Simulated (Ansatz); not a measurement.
**Worked example: correlation energy of C3H6, singlet**

Geometry: MP2(full)/6-31G*, from the G2/97 set.

```yaml
atoms:
  - { symbol: C, position_ang: [1.2698, 0.1166, 0.0000] }
  - { symbol: C, position_ang: [-0.0215, 0.4621, 0.0000] }
  - { symbol: H, position_ang: [1.5797, -0.9245, 0.0000] }
  - { symbol: H, position_ang: [2.0593, 0.8603, 0.0000] }
  - { symbol: H, position_ang: [-0.2847, 1.5190, 0.0000] }
  - { symbol: C, position_ang: [-1.1612, -0.5094, 0.0000] }
  - { symbol: H, position_ang: [-0.7983, -1.5404, 0.0000] }
  - { symbol: H, position_ang: [-1.7970, -0.3699, 0.8804] }
  - { symbol: H, position_ang: [-1.7970, -0.3699, -0.8804] }
```

Basis STO-3G; Ansatz 0.2.0. Correlated methods freeze the noble-gas cores, which leaves 18 electrons in 18 orbitals. R marks a restricted (for open shells ROHF) determinant.

Full CI isn't at hand for all of this; RCCSDTQ serves as the reference, and is uncertain by about the last step of the cluster series.

Runs differ by some tens of microhartree through their thresholds, so steps under 0.03 kcal/mol mean nothing.

```json
{"level": "RHF", "total energy (hartree)": "-115.658511"}
{"level": "RMP2", "total energy (hartree)": "-115.831380"}
{"level": "RCCSD", "total energy (hartree)": "-115.884748"}
{"level": "RCCSD(T)", "total energy (hartree)": "-115.886022"}
{"level": "RCCSDT", "total energy (hartree)": "-115.886270"}
{"level": "RCCSDT(Q)", "total energy (hartree)": "-115.886749"}
{"level": "RCCSDTQ", "total energy (hartree)": "-115.886785"}
```

Question: What is the correlation energy at RCCSDTQ, and what share of it do RMP2 and RCCSD(T) recover?

Answer: E(corr) = -115.886785 − (-115.658511) = -0.228274 hartree = -6.212 eV. RMP2: -0.172869 / -0.228274 = 75.73 %. RCCSD(T): -0.227511 / -0.228274 = 99.67 %.

Question: By how many kcal/mol does RCCSD(T) miss RCCSDTQ (1 hartree = 627.509 kcal/mol), and which steps make up the rest?

Answer: -115.886022 − (-115.886785) = 0.000763 hartree = 0.48 kcal/mol. Steps: RCCSDT − RCCSD(T) = -0.16, RCCSDT(Q) − RCCSDT = -0.30, RCCSDTQ − RCCSDT(Q) = -0.02 kcal/mol. That is within 1 kcal/mol of the reference in this basis, which itself misses far more of the correlation at the basis-set limit.
